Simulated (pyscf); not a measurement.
Thermochemistry of product channels of HO–Sn(Cl)(Cl)–Cl on the singlet surface, in kcal/mol, from ωB97M-D3(BJ)/def2-TZVP energies (ideal gas, 1 atm, RRHO with modes under 100 cm⁻¹ raised to 100, one conformer, R ln 2 for chiral ones without a mode under 150 cm⁻¹). Optimised with ωB97X-D3(BJ)/def2-SVP in PySCF.

| products | ΔE | ΔH(298 K) | ΔG(600 K) | ΔG(900 K) |
|---|---|---|---|---|
| HO–Sn:–Cl [singlet] + chlorine (Cl–Cl) | +66.0 | +64.9 | +45.5 | +36.5 |
| O=Sn(Cl)–Cl + hydrogen chloride (HCl) | +77.1 | +74.3 | +56.0 | +47.3 |

These are energies of the channels, which say nothing of barriers. Elements past Kr carry the def2 core potentials, without spin-orbit coupling.
